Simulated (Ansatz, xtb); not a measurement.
**Relaxing a trial structure of BH6Si2**

The starting geometry of this gas-phase doublet has its atoms placed at random.

```
atom    x (Å)    y (Å)    z (Å)
   B  -0.2927   0.8975  -0.7315
  Si  -1.7808   1.4032  -0.0375
  Si  -0.4994  -0.8307  -0.0390
   H  -0.5376   0.4017   0.0896
   H   0.1108  -2.1002  -0.5340
   H  -2.1856   0.1753  -0.2104
   H   0.3179   0.9470   0.8181
   H   0.9456  -0.2615  -0.0851
   H  -1.8598  -1.3623  -0.2283
```

Q: Guess where an optimisation with r2SCAN-D4/def2-SVP ends from this start.

A: It ends as a structure with H4 bridging B1 and Si2, H8 bridging B1 and Si2, given below by its coordinates. Distances that change by over a tenth: B1–Si2 (1.72 → 2.20 Å), B1–H4 (0.99 → 1.32 Å), Si2–Si3 (2.58 → 3.80 Å), Si2–H6 (1.30 → 1.53 Å). Contacts that open: Si3–H4 (1.24 → 2.72 Å), Si3–H8 (1.55 → 2.74 Å). Contacts that close: B1–H7 (1.67 → 1.21 Å), B1–H8 (1.82 → 1.32 Å), Si2–H8 (3.19 → 1.69 Å).

The energy falls by 12.76 eV over 23 steps:

```
step  E − E(last) (eV)
   1            12.764
   3             4.668
   6             1.908
   8             1.393
  11             0.988
  13             0.672
  16             0.201
  18             0.042
  21             0.000
  23             0.000
```

Final geometry (Å):

```xyz
9

B    -0.1110    0.3618    0.0663
Si   -1.6687    1.8834   -0.2409
Si   -0.2173   -1.6111    0.0536
H    -0.9866    0.8552    0.9184
H     1.0099   -2.4405   -0.1218
H    -2.7316    0.8053   -0.4725
H     0.9594    0.8743    0.2915
H    -0.5879    0.8657   -1.0559
H    -1.4480   -2.3242   -0.3969
```

From the same start GFN2-xTB ends elsewhere, differing in B1–H8 (2.95 against 1.32 Å here), Si2–H4 (2.59 against 1.69 Å here), Si2–H8 (4.46 against 1.69 Å here), Si3–H8 (1.47 against 2.74 Å here).

From so rough a start the end depends on the optimiser's path, so another program may land elsewhere. The end wasn't checked by frequencies. Open shells are spin-unrestricted. Run with Ansatz 0.2.0, 3 min on 1 thread of Intel(R) Xeon(R) Platinum 8259CL CPU @ 2.50GHz (Skylake/Cascade Lake), on a shared host.
